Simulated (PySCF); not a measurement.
**[H···H···SiH], doublet in 6-31G: errors against full CI**

Geometry: a point of a hydrogen-transfer path between rigid fragments, not a stationary point.

```xyz
4

H    -2.4021    0.0479    0.0000
H    -1.5121    0.0479    0.0000
Si    0.1219    0.0479    0.0000
H     0.5183   -1.4316    0.0000
```

Basis 6-31G; PySCF 2.14.0. Only valence electrons are correlated (noble-gas cores frozen), which leaves 7 electrons in 14 orbitals. Prefix R: restricted or restricted open-shell reference; prefix U: unrestricted.

Full CI is exact within this basis and frozen core; it isn't the basis-set limit. The frozen core follows each run's orbitals, which can shift R against U totals by a few meV.

Unrestricted rows (U) aren't spin-pure: their determinants' ⟨S²⟩ exceeds S(S+1) by up to 0.16, so they mix in states of higher spin.

```
UHF ⟨S²⟩                          : 0.906
T1 diagnostic (ROHF- or RHF-based CCSD)             : 0.0215
largest doubles amplitude (ROHF- or RHF-based CCSD) : 0.111
T1 diagnostic (UCCSD)             : 0.0504
```

```csv
level,E − E(full CI) (kcal/mol),share of correlation (%),wall time
RHF,50.96,0.00,–
UHF,49.37,3.12,–
RMP2,16.42,67.78,–
UMP2,17.42,65.81,–
RCCSD,0.84,98.35,–
UCCSD,0.96,98.11,–
RCCSD(T),0.29,99.44,0.67 s
UCCSD(T),0.31,99.40,0.71 s
RCCSDT,0.04,99.92,1.9 s
UCCSDT,0.04,99.92,1.9 s
```

The correlation energy at full CI, counted from RHF, is -2.210 eV. The search over symmetries took 4.8 s on 1 thread of Intel Xeon, shared host; the state has 176,132 determinants.

Times are those of the correlated step on a shared host, with one SCF added for the restricted CCSD run; they ran on 1 thread of Intel Xeon.

The full-CI state has the irrep A'' of Cs, in the program's axes.

Natural occupations of full CI about the gap: 1.972 1.963 1.904 0.996 0.083 0.036 0.020 0.007 0.007 0.005; effectively unpaired electrons, Σ n²(2−n)², 1.07.
